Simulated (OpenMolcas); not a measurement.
Potential curves of Si₂⁺: spin-free states

Calculated with OpenMolcas 26.06: state-averaged CASSCF(7,8) over Si 3s 3p, Si 3s 3p, XMS-CASPT2 (IPEA 0.25, imaginary shift 0.2 hartree), scalar X2C, ANO-RCC-VTZP, then RASSI spin–orbit state interaction with atomic mean-field integrals. C2 symmetry about the axis (a holds Σ, Δ, Γ; b holds Π, Φ, H; Σ⁺ and Σ⁻ are not told apart); roots by multiplicity and irrep: 4a 5, 2b 8, 2a 7, 4b 2.

XMS-CASPT2 energies in eV from the lowest point. Curves are followed by energy order within each symmetry, so they are adiabatic and may change character at avoided crossings and where g and u states cross; Σ⁺ and Σ⁻ are counted together.

| R (Å) | (1)4Σ | (3)4Σ |
| --- | --- | --- |
| 1.975 | 0.786 | 5.049 |
| 2.090 | 0.244 | 3.901 |
| 2.194 | 0.036 | 3.198 |
| 2.297 | 0.000 | 2.855 |
| 2.412 | 0.090 | 2.878 |
| 2.527 | 0.263 | 2.966 |
| 2.688 | 0.571 | 3.122 |
| 2.894 | 0.995 | 3.294 |
| 3.216 | 1.596 | 3.431 |
| 3.675 | 2.255 | 3.552 |

Task: With masses 27.977 and 27.977 u, fit the curves (1)4Σ near their minima.

Result: At XMS-CASPT2, Te from the lowest curve (the fit fixes ωe to a per cent or two; the method's Re and ωe can be off by some per cent):

```tsv
curve	Te (cm⁻¹)	Re (Å)	ωe (cm⁻¹)
(1)4Σ	0	2.272	474.5
```

Left out for impure symmetry, kinks or missing points, though low: (1)2Π, (1)2Σ, (1)2Δ, (2)2Σ, (2)2Π, (1)4Π, (2)4Σ, (3)2Π, (3)2Σ, (4)2Σ, (1)4Δ, (5)2Σ. g and u states are not told apart. Only roots inside an energy window near the equilibrium distance were included, so the list of states is not complete; labels number the states computed. Each spin and symmetry block has orbitals of its own, averaged over its own roots, so gaps between blocks are less sure than gaps within one and near the minimum can be off by tenths of an eV, in bad cases by more. No Rydberg orbitals are active, so Rydberg states, and σ→σ* states whose orbital the CASSCF left unused, can be missing between those listed. CASPT2 splits the two components of degenerate states numerically, here by up to 311 cm⁻¹. Points that failed a check (symmetry, reference weights, a jump) are left out.
